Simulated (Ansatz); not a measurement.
**SiH₃O−: a spread of methods and bases**

Aim: run SiH₃O− under a spread of inputs, and see what each costs and gives.

Method: the settings change from run to run; program: Ansatz 0.2.0, Gaussian basis.

### Step 1. The molecule

An earlier PBE0-D4 in a triple-zeta def2 set relaxation fixed the geometry.

SMILES `[O-][SiH3]`, 5 atoms, charge -1, spin multiplicity 1.

Atoms are counted from 1 here; the program's logs count them from 0.

Bond lengths: O1–Si2 1.564 Å, Si2–H3 1.531 Å, Si2–H4 1.531 Å, Si2–H5 1.531 Å. Angles: O1–Si2–H3 117.0°, O1–Si2–H4 117.0°, O1–Si2–H5 117.0°, H3–Si2–H4 101.0°, H3–Si2–H5 101.0°, H4–Si2–H5 101.0°.

### Step 2. BLYP/6-31G*

This run has unrestricted orbitals, density fitting with def2-universal-jkfit, a grid of angular degree 11, D4 dispersion.

File in.yaml:

```yaml
crystal:
  periodic: [false, false, false]
  atoms:
    - {symbol: O, position_ang: [-1.479913, 0.278298, 0.717421]}
    - {symbol: Si, position_ang: [-0.092206, 0.017255, 0.044824]}
    - {symbol: H, position_ang: [-0.090563, -0.250398, -1.462817]}
    - {symbol: H, position_ang: [0.713397, -1.180475, 0.556038]}
    - {symbol: H, position_ang: [0.949285, 1.135320, 0.144534]}
basis:
  gaussian: {orbitals: "6-31G*", fitting: {mean_field: def2-universal-jkfit}, final_grid: {core_spheres: 5, valence_spheres: 4, degree: 11}}
total_charge: -1
magnetization: {spin_polarized: true, initial_magnetization: 0}
hamiltonian: {xc: {name: BLYP}, dispersion: d4}
```

Run with:

```console
$ ansatz run in.yaml --threads 2 --pin off --events-out ev --progress --plain --max-ram 32768MiB --backend cpu
```

Standard output:

```text
Functional definition: BLYP
  name "BLYP"
  cite "Becke, Phys. Rev. A 38, 3098 (1988) doi:10.1103/PhysRevA.38.3098"
  cite "Lee, Yang & Parr, Phys. Rev. B 37, 785 (1988) doi:10.1103/PhysRevB.37.785"
  parameter beta = 0.0042
  parameter a = 0.04918
  parameter b = 0.132
  parameter c = 0.2533
  parameter d = 0.349
  exchange = b88_x(beta = beta)
  correlation = lyp_c(a = a, b = b, c = c, d = d)
259 factors; integrals over basis functions are off by at most 8.7e-2 eV
mean field evaluation 1: about -9972.4969 eV, gradient 1.0e1 eV
mean field evaluation 2: about -9972.0519 eV, gradient 1.7e1 eV
mean field evaluation 4: about -9973.0653 eV, gradient 8.9e-1 eV
mean field evaluation 8: about -9973.0604 eV, gradient 4.1e-3 eV
mean field -9973.06035872 eV, -366.5032081998 hartree, gradient 1.3e-5 eV, S^2 0.000000; 0 other end points of the search recorded, 0 dependent functions left out
reference -9973.06071071 eV, -366.5032211351 hartree; 13, 13 occupied and 27, 27 virtual orbitals, 259 factors
Total energy: -9973.25544884 eV, -366.5103776296 hartree
```

It took 0.41 s on 2 threads, shared host.

⟨S²⟩ 0.000.

### Step 3. B2GP-PLYP/6-31G

Changes to in.yaml since step 2:

```diff
@@ -9,5 +9,4 @@
 basis:
-  gaussian: {orbitals: "6-31G*", fitting: {mean_field: def2-universal-jkfit}, final_grid: {core_spheres: 5, valence_spheres: 4, degree: 11}}
+  gaussian: {orbitals: 6-31G}
 total_charge: -1
-magnetization: {spin_polarized: true, initial_magnetization: 0}
-hamiltonian: {xc: {name: BLYP}, dispersion: d4}
+hamiltonian: {xc: {name: B2GP-PLYP}}
```

The command is unchanged.

Standard output (excerpt; [...] marks lines left out):

```text
Functional definition: B2GP-PLYP
  name "B2GP-PLYP"
  cite "Karton, Tarnopolsky, Lamère, Schatz & Martin, J. Phys. Chem. A 112, 12868 (2008) doi:10.1021/jp801805p"
  cite "Becke, Phys. Rev. A 38, 3098 (1988) doi:10.1103/PhysRevA.38.3098"
  cite "Lee, Yang & Parr, Phys. Rev. B 37, 785 (1988) doi:10.1103/PhysRevB.37.785"
[...]
312 factors; integrals over basis functions are off by at most 1.9e-4 eV
[...]
mean field -9960.65882740 eV, -366.0474603301 hartree, gradient 1.4e-6 eV, S^2 0.000000; 0 other end points of the search recorded, 0 dependent functions left out
6 core orbitals not correlated: weight in the atoms' cores, before any rotation towards them, 1.000 or more for the frozen orbitals, at most 0.000 for the correlated occupied ones
reference -9960.65892061 eV, -366.0474637553 hartree; 7, 7 occupied and 15, 15 virtual orbitals, 312 factors
second order -6.40376489 eV of doubles, -0.00000000 eV of singles
Total energy: -9962.96427597 eV, -366.1321840022 hartree
```

It took 1.1 s on 2 threads, shared host.

### Step 4. HSE06/def2-TZVPD

Set apart from the defaults: atoms shaken by 0.03 Å, D3(BJ) dispersion, high accuracy.

File in.yaml:

```yaml
crystal:
  periodic: [false, false, false]
  atoms:
    - {symbol: O, position_ang: [-1.476926, 0.275883, 0.672471]}
    - {symbol: Si, position_ang: [-0.104968, -0.010636, 0.082206]}
    - {symbol: H, position_ang: [-0.138356, -0.278764, -1.487568]}
    - {symbol: H, position_ang: [0.695351, -1.172566, 0.583053]}
    - {symbol: H, position_ang: [0.972377, 1.142651, 0.199332]}
basis:
  gaussian: {orbitals: def2-TZVPD}
total_charge: -1
hamiltonian: {xc: {name: HSE06}, dispersion: d3bj}
accuracy: high
```

The command is unchanged.

Standard output (excerpt; [...] marks lines left out):

```text
Functional definition: HSE06
  name "HSE06"
  cite "Heyd, Scuseria & Ernzerhof, J. Chem. Phys. 118, 8207 (2003) doi:10.1063/1.1564060"
  cite "Krukau, Vydrov, Izmaylov & Scuseria, J. Chem. Phys. 125, 224106 (2006) doi:10.1063/1.2404663"
  cite "Heyd & Scuseria, J. Chem. Phys. 120, 7274 (2004) doi:10.1063/1.1668634"
  cite "Ernzerhof & Perdew, J. Chem. Phys. 109, 3313 (1998) doi:10.1063/1.476928"
  cite "Perdew, Burke & Ernzerhof, Phys. Rev. Lett. 77, 3865 (1996) doi:10.1103/PhysRevLett.77.3865"
  parent pbe
[...]
  # The whole range is PBE's own exchange, as in plane waves. The composition of these papers is wPBEh.
[...]
1807 factors; integrals over basis functions are off by at most 3.9e-9 eV
113 factors; integrals over basis functions are off by at most 1.8e-9 eV
[...]
mean field -9970.11807949 eV, -366.3950814327 hartree, gradient 1.3e-8 eV, S^2 0.000000; 0 other end points of the search recorded, 0 dependent functions left out
reference -9970.11808299 eV, -366.3950815612 hartree; 13, 13 occupied and 97, 97 virtual orbitals, 1807 factors
Total energy: -9970.15377377 eV, -366.3963931730 hartree
```

It took 6.5 s on 2 threads, shared host.

### Step 5. B3LYP/pcseg-2

This run has multiplicity 3, a grid of angular degree 47.

File in.yaml:

```yaml
crystal:
  periodic: [false, false, false]
  atoms:
    - {symbol: O, position_ang: [-1.479913, 0.278298, 0.717421]}
    - {symbol: Si, position_ang: [-0.092206, 0.017255, 0.044824]}
    - {symbol: H, position_ang: [-0.090563, -0.250398, -1.462817]}
    - {symbol: H, position_ang: [0.713397, -1.180475, 0.556038]}
    - {symbol: H, position_ang: [0.949285, 1.135320, 0.144534]}
basis:
  gaussian: {orbitals: pcseg-2, final_grid: {core_spheres: 20, valence_spheres: 16, degree: 47}}
total_charge: -1
magnetization: {spin_polarized: true, initial_magnetization: 2}
hamiltonian: {xc: {name: B3LYP}}
```

The command is unchanged.

Standard output (excerpt; [...] marks lines left out):

```text
Functional definition: B3LYP
  name "B3LYP"
  cite "Stephens, Devlin, Chabalowski & Frisch, J. Phys. Chem. 98, 11623 (1994) doi:10.1021/j100096a001"
  cite "Becke, Phys. Rev. A 38, 3098 (1988) doi:10.1103/PhysRevA.38.3098"
  cite "Lee, Yang & Parr, Phys. Rev. B 37, 785 (1988) doi:10.1103/PhysRevB.37.785"
  cite "Vosko, Wilk & Nusair, Can. J. Phys. 58, 1200 (1980) doi:10.1139/p80-159"
[...]
593 factors; their error is unknown
[...]
mean field -9972.01310273 eV, -366.4647222520 hartree, gradient 7.0e-6 eV, S^2 2.004822; 14 other end points of the search recorded, 0 dependent functions left out
reference -9972.01333015 eV, -366.4647306096 hartree; 14, 12 occupied and 92, 94 virtual orbitals, 593 factors
Total energy: -9972.01333015 eV, -366.4647306096 hartree
```

Run time: 39 s. Hardware: 2 threads, shared host.

⟨S²⟩ 2.005.

### Step 6. SVWN5/def2-mTZVPP

This run has a grid of angular degree 47, relativity set to scalar.

Changes to in.yaml since step 5:

```diff
@@ -9,5 +9,5 @@
 basis:
-  gaussian: {orbitals: pcseg-2, final_grid: {core_spheres: 20, valence_spheres: 16, degree: 47}}
+  gaussian: {orbitals: def2-mTZVPP, final_grid: {core_spheres: 20, valence_spheres: 16, degree: 47}}
 total_charge: -1
-magnetization: {spin_polarized: true, initial_magnetization: 2}
-hamiltonian: {xc: {name: B3LYP}}
+hamiltonian: {xc: {name: SVWN5}, pseudopotentials: {relativity: scalar}}
+output: {forces: true}
```

Same command.

Standard output (excerpt; [...] marks lines left out):

```text
Functional definition: SVWN5
  name "SVWN5"
  cite "Dirac, Proc. Camb. Phil. Soc. 26, 376 (1930) doi:10.1017/S0305004100016108"
  cite "Slater, Phys. Rev. 81, 385 (1951) doi:10.1103/PhysRev.81.385"
  cite "Vosko, Wilk & Nusair, Can. J. Phys. 58, 1200 (1980) doi:10.1139/p80-159"
[...]
569 factors; their error is unknown
[...]
mean field -9944.93361187 eV, -365.4695693181 hartree, gradient 4.9e-5 eV, S^2 0.000000; 0 other end points of the search recorded, 0 dependent functions left out
[...]
reference -9944.93364430 eV, -365.4695705100 hartree; 13, 13 occupied and 53, 53 virtual orbitals, 569 factors
Total energy: -9944.93364430 eV, -365.4695705100 hartree
Relativity: scalar
Atom 0 at    -1.479913     0.278298     0.717421 Å, force    -0.329753     0.061516     0.160634 eV/Å
Atom 1 at    -0.092206     0.017255     0.044824 Å, force     0.074296    -0.013081    -0.037229 eV/Å
Atom 2 at    -0.090563    -0.250398    -1.462817 Å, force     0.051726    -0.025219    -0.107413 eV/Å
Atom 3 at     0.713397    -1.180475     0.556038 Å, force     0.095008    -0.073868     0.002641 eV/Å
Atom 4 at     0.949285     1.135320     0.144534 Å, force     0.108722     0.050653    -0.018633 eV/Å
Dipole moment:     0.348844    -0.065700    -0.168963 e Å
```

It took 0.92 s on 2 threads, shared host.

Largest force 0.372 eV/Å.

### Step 7. SVWN5/def2-TZVP

Options: multiplicity 3, restricted open-shell orbitals, a grid of angular degree 11.

Changes to in.yaml since step 6:

```diff
@@ -9,5 +9,6 @@
 basis:
-  gaussian: {orbitals: def2-mTZVPP, final_grid: {core_spheres: 20, valence_spheres: 16, degree: 47}}
+  gaussian: {orbitals: def2-TZVP, final_grid: {core_spheres: 5, valence_spheres: 4, degree: 11}}
 total_charge: -1
-hamiltonian: {xc: {name: SVWN5}, pseudopotentials: {relativity: scalar}}
+magnetization: {spin_polarized: false, initial_magnetization: 2}
+hamiltonian: {xc: {name: SVWN5}}
 output: {forces: true}
```

Launched as before.

Standard output (excerpt; [...] marks lines left out):

```text
Functional definition: SVWN5
  name "SVWN5"
  cite "Dirac, Proc. Camb. Phil. Soc. 26, 376 (1930) doi:10.1017/S0305004100016108"
  cite "Slater, Phys. Rev. 81, 385 (1951) doi:10.1103/PhysRev.81.385"
  cite "Vosko, Wilk & Nusair, Can. J. Phys. 58, 1200 (1980) doi:10.1139/p80-159"
[...]
535 factors; their error is unknown
[...]
mean field -9924.14846310 eV, -364.7057291894 hartree, gradient 4.4e-6 eV, S^2 2.000000; 8 other end points of the search recorded, 0 dependent functions left out
[...]
reference -9924.14849738 eV, -364.7057304494 hartree; 14, 12 occupied and 72, 74 virtual orbitals, 535 factors
Total energy: -9924.14849738 eV, -364.7057304494 hartree
Atom 0 at    -1.479913     0.278298     0.717421 Å, force    -2.918374     0.515130     1.206734 eV/Å
Atom 1 at    -0.092206     0.017255     0.044824 Å, force     3.339390    -0.475307    -0.701072 eV/Å
Atom 2 at    -0.090563    -0.250398    -1.462817 Å, force    -0.006947    -0.009207    -0.067901 eV/Å
Atom 3 at     0.713397    -1.180475     0.556038 Å, force    -0.215156    -0.093644    -0.205126 eV/Å
Atom 4 at     0.949285     1.135320     0.144534 Å, force    -0.198914     0.063028    -0.232634 eV/Å
Dipole moment:    -0.014880    -0.009858    -0.069027 e Å
```

Run time: 5.5 s. Hardware: 2 threads, shared host.

Largest force 3.445 eV/Å.

### Step 8. LC-wPBE/def2-SVP

Options: a point charge of 1.00 e beside it.

Changes to in.yaml since step 7:

```diff
@@ -9,6 +9,4 @@
 basis:
-  gaussian: {orbitals: def2-TZVP, final_grid: {core_spheres: 5, valence_spheres: 4, degree: 11}}
+  gaussian: {orbitals: def2-SVP, point_charges: [{charge: 1.00, position_ang: [3.699, 0.844, -0.625]}]}
 total_charge: -1
-magnetization: {spin_polarized: false, initial_magnetization: 2}
-hamiltonian: {xc: {name: SVWN5}}
-output: {forces: true}
+hamiltonian: {xc: {name: LC-wPBE}}
```

Launched as before.

Standard output (excerpt; [...] marks lines left out):

```text
Functional definition: LC-wPBE
  name "LC-wPBE"
  cite "Vydrov & Scuseria, J. Chem. Phys. 125, 234109 (2006) doi:10.1063/1.2409292"
  cite "Heyd & Scuseria, J. Chem. Phys. 120, 7274 (2004) doi:10.1063/1.1668634"
  cite "Ernzerhof & Perdew, J. Chem. Phys. 109, 3313 (1998) doi:10.1063/1.476928"
  cite "Perdew, Burke & Ernzerhof, Phys. Rev. Lett. 77, 3865 (1996) doi:10.1103/PhysRevLett.77.3865"
  parent pbe
[...]
513 factors; their error is unknown
187 factors; integrals over basis functions are off by at most 1.2e-5 eV
[...]
mean field -9969.87620225 eV, -366.3861926081 hartree, gradient 4.6e-5 eV, S^2 0.000000; 0 other end points of the search recorded, 0 dependent functions left out
reference -9969.87620226 eV, -366.3861926082 hartree; 13, 13 occupied and 34, 34 virtual orbitals, 513 factors
Total energy: -9969.87620226 eV, -366.3861926082 hartree
```

Wall time 0.92 s (2 threads, shared host).

### Step 9. r2SCANh/pcseg-2

Options: the search for lower states set to off.

Changes to in.yaml since step 8:

```diff
@@ -9,4 +9,5 @@
 basis:
-  gaussian: {orbitals: def2-SVP, point_charges: [{charge: 1.00, position_ang: [3.699, 0.844, -0.625]}]}
+  gaussian: {orbitals: pcseg-2}
 total_charge: -1
-hamiltonian: {xc: {name: LC-wPBE}}
+hamiltonian: {xc: {name: r2SCANh}}
+scf: {lower_state_search: off}
```

Same command.

Standard output (excerpt; [...] marks lines left out):

```text
Functional definition: r2SCANh
  name "r2SCANh"
  cite "Bursch, Neugebauer, Ehlert & Grimme, J. Chem. Phys. 156, 134105 (2022) doi:10.1063/5.0086040"
  cite "Furness, Kaplan, Ning, Perdew & Sun, J. Phys. Chem. Lett. 11, 8208 (2020) doi:10.1021/acs.jpclett.0c02405"
  cite "Furness, Kaplan, Ning, Perdew & Sun, J. Phys. Chem. Lett. 11, 9248 (2020) doi:10.1021/acs.jpclett.0c03077"
  parent r2scan
[...]
568 factors; their error is unknown
[...]
mean field -9974.24035053 eV, -366.5465720989 hartree, gradient 7.9e-6 eV, S^2 0.000000; 0 other end points of the search recorded, 0 dependent functions left out
reference -9974.24036204 eV, -366.5465725219 hartree; 13, 13 occupied and 93, 93 virtual orbitals, 568 factors
Total energy: -9974.24036204 eV, -366.5465725219 hartree
Checks for a lower state left out: stability, starts, cluster_reference, orbital_swaps, neighbouring_geometries, increment
```

Wall time 1.1 s (2 threads, shared host).

### Step 10. wB97/def2-SVPD

Options: atoms shaken by 0.15 Å.

File in.yaml:

```yaml
crystal:
  periodic: [false, false, false]
  atoms:
    - {symbol: O, position_ang: [-1.196081, 0.211522, 1.022169]}
    - {symbol: Si, position_ang: [0.063134, 0.049504, -0.082315]}
    - {symbol: H, position_ang: [-0.164625, -0.179998, -1.683289]}
    - {symbol: H, position_ang: [0.861593, -1.473248, 0.551352]}
    - {symbol: H, position_ang: [0.966710, 1.145630, -0.051121]}
basis:
  gaussian: {orbitals: def2-SVPD}
total_charge: -1
hamiltonian: {xc: {name: wB97}}
```

Launched as before.

Standard output (excerpt; [...] marks lines left out):

```text
Functional definition: wB97
  name "wB97"
  cite "Chai & Head-Gordon, J. Chem. Phys. 128, 084106 (2008) doi:10.1063/1.2834918"
  cite "Becke, J. Chem. Phys. 107, 8554 (1997) doi:10.1063/1.475007"
[...]
  # The coefficients of nought are those of the uniform gas.
[...]
      + integral(e_c_pw_opposite_spin*poly(b97_u_opposite, 1, cos1, cos2, cos3, cos4))
605 factors; their error is unknown
339 factors; integrals over basis functions are off by at most 3.1e-5 eV
[...]
mean field -9969.18358068 eV, -366.3607392346 hartree, gradient 5.5e-5 eV, S^2 0.000000; 0 other end points of the search recorded, 0 dependent functions left out
reference -9969.18357086 eV, -366.3607388739 hartree; 13, 13 occupied and 58, 58 virtual orbitals, 605 factors
Total energy: -9969.18357086 eV, -366.3607388739 hartree
```

Wall time 1.6 s (2 threads, shared host).

### Step 11. The runs in one table

```tsv
level	charge	multiplicity	geometry	functions	energy (eV)	time
BLYP/6-31G*	-1	1	relaxed	40	-9973.255	0.41 s
B2GP-PLYP/6-31G	-1	1	relaxed	28	-9962.964	1.1 s
HSE06/def2-TZVPD	-1	1	shaken	110	-9970.154	6.5 s
B3LYP/pcseg-2	-1	3	relaxed	106	-9972.013	39 s
SVWN5/def2-mTZVPP	-1	1	relaxed	66	-9944.934	0.92 s
SVWN5/def2-TZVP	-1	3	relaxed	86	-9924.148	5.5 s
LC-wPBE/def2-SVP	-1	1	relaxed, point charge	47	-9969.876	0.92 s
r2SCANh/pcseg-2	-1	1	relaxed	106	-9974.240	1.1 s
wB97/def2-SVPD	-1	1	shaken	71	-9969.184	1.6 s
```

### Step 12. Summary of results

```
                                         quantity                value
                                             runs                    9
                                         quickest  BLYP/6-31G*, 0.41 s
                                          slowest  B3LYP/pcseg-2, 39 s
spread of total energies, same state and geometry              29.3 eV
```

**Reading.** B3LYP/pcseg-2 took 94 times as long as BLYP/6-31G*. The jobs differ in tasks and options as well as level. Total energies at one charge and spin differ by 29 eV between levels, so only differences within one level mean anything. Some of these runs are scalar-relativistic and others not, which shifts the totals of all-electron atoms past neon by eV; core potentials, where a basis has them, take the core out of the total altogether. At the PBE0-D4/def2-TZVPD geometry and in the same state, runs without warnings or point charges leave forces up to 0.37 eV/Å (SVWN5/def2-mTZVPP).
